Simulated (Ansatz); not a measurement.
**BN (singlet): PBE0, B3LYP over a scan of the distance B1–N2, 6-31G**

Aim: run BN (singlet) with these functionals over a scan of the distance B1–N2, and hold them against the top wave-function level at the same points.

Computed with Ansatz 0.2.0, Gaussian basis. Level: 6-31G, all electrons in the functionals.

Plan: PBE0, B3LYP, at 1.028 Å; 1.158 Å; 1.262 Å; 1.407 Å; 1.516 Å; 1.755 Å; 2.001 Å; 2.342 Å; 2.833 Å; 3.407 Å; 4.376 Å.

23 further runs of the same task are left out: 2 for a known fault of the program, 16 that didn't finish, 5 set aside as unsound or not needed.

## Step 1: The system

The geometry derives from a PBE0/def2-TZVP stationary point (not a proven minimum). One bond is set to the value named and the two fragments are kept rigid.

2 atoms, charge 0, spin multiplicity 1.

Atoms are counted from 1 here; the program's logs count them from 0.

Bond lengths: B1–N2 1.262 Å.

Geometry (Å):

```mol
BN
  3D, bonds by distance, orders not assigned

  2  1  0  0  0  0  0  0  0  0999 V2000
    0.0000    0.0000    0.0000 B   0  0
    0.0000    0.0000    1.2615 N   0  0
  1  2  8  0
M  END
```

No dispersion term is added. B3LYP takes the VWN-RPA correlation.

The geometry shown and the zero of energy belong to the point 1.262 Å. The yardstick, FCI, and other wave-function levels (R restricted, U unrestricted, valence and pair active spaces) come from earlier runs.

## Step 2: PBE0, 1.028 Å

File in.yaml:

```yaml
crystal:
  periodic: [false, false, false]
  atoms:
    - {symbol: B, position_ang: [0.000000, 0.000000, 0.000000]}
    - {symbol: N, position_ang: [0.000000, 0.000000, 1.028000]}
basis:
  gaussian: {orbitals: 6-31G}
magnetization: {spin_polarized: true, initial_magnetization: 0}
hamiltonian: {xc: {name: PBE0}}
output: {forces: true, orbitals: {seedname: orbitals}}
```

Command:

```
$ ansatz run in.yaml --threads 1 --pin off --events-out ev --progress --plain --max-ram 2393MiB
```

Further steps of the session: PBE0, 1.158 Å; PBE0, 1.262 Å; PBE0, 1.407 Å; PBE0, 1.516 Å; PBE0, 1.755 Å; PBE0, 2.001 Å; PBE0, 2.342 Å; PBE0, 2.833 Å; PBE0, 3.407 Å; PBE0, 4.376 Å; B3LYP, 1.028 Å; B3LYP, 1.158 Å; B3LYP, 1.262 Å; B3LYP, 1.407 Å; B3LYP, 1.516 Å; B3LYP, 1.755 Å; B3LYP, 2.001 Å; B3LYP, 2.342 Å; B3LYP, 2.833 Å; B3LYP, 3.407 Å; B3LYP, 4.376 Å.

Q: Predict the results of all the runs planned. Wanted: span of the FCI curve; largest miss, PBE0; largest miss, B3LYP.

As calculated:

| quantity | value |
| --- | --- |
| span of the FCI curve | 144.7 kcal/mol |
| largest miss, PBE0 | -12.6 kcal/mol (1.028 Å) |
| largest miss, B3LYP | -11.5 kcal/mol (1.028 Å) |

In words: Of the functionals, B3LYP keep the smallest largest miss at the points compared (at most 11.5 kcal/mol) and PBE0 strays most (12.6 kcal/mol, at 1.028 Å). PBE0, B3LYP clearly break the spin symmetry at some points (⟨S²⟩ up to 1.99 above the pure value), so energy there is bought with a mixed spin. Functionals and the yardstick converge differently with the basis, so part of each miss in 6-31G is the basis.
